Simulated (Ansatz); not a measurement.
We consider chalcopyrite ZnSnAs2, described by LDA (Ansatz, a first-principles code, PAW).

Numerical settings: plane-wave cutoff 520 eV, 8×8×8 k mesh, Fermi–Dirac smearing 0.01 eV, scalar-relativistic PAW data made under PBE.

Energies at three volumes about the minimum:

```tsv
V (Å³/atom)	E − E_lowest (meV/atom)
23.779	2.08
24.264	0.00
24.749	1.93
```

**Question.** Fit a parabola by hand: where is the minimum, and what is the bulk modulus?

**Answer.** Slopes: (0.00 − 2.08)/(24.264 − 23.779) = -4.289 and (1.93 − 0.00)/(24.749 − 24.264) = 3.979 meV/Å³. Curvature E″ = 2 × (3.979 − (-4.289))/(24.749 − 23.779) = 17.047 meV/Å⁶. From the middle of the first interval, the slope vanishes at V0 = 24.0215 − (-4.289)/17.047 = 24.273 Å³/atom. B = V0 E″ = 24.273 × 17.047 meV/Å³ × 0.1602 GPa per meV/Å³ = 66.3 GPa. The full Birch–Murnaghan fit to all volumes gives V0 = 24.264 Å³/atom and B0 = 65.9 GPa.

Shape and atoms are relaxed at each volume.

Measured, for comparison: equilibrium volume per atom 25.04 Å³/atom (temperature not stated, not corrected to a static lattice, from a published cell, temperature and pressure not stated; as tabulated in Acta Crystallographica 16, 153 (1963)). Computed less measured: equilibrium volume per atom -3.1 %.

Note: this level leaves the solid without a gap, although one is measured.
